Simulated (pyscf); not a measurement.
Optimised with ωB97X-D3(BJ)/def2-SVP in PySCF.

Task: H₂Al–Cl + H atom (H•) → [HAl–Cl]• + hydrogen (H₂)
Surface: doublet. Broken: Al–H. Formed: H–H. Give ΔE‡ and ΔE from ωB97M-D3(BJ)/def2-TZVP, relative to the separated reactants.

Result: ΔE‡ = 3.4 kcal/mol, ΔE = -19.6 kcal/mol. Zero-point energy shifts the barrier by -0.3 kcal/mol. It is a hydrogen abstraction, with an imaginary mode of 751i cm⁻¹. One saddle was located; it need not be the lowest between these sides. The angle at the transferred H is 178°.
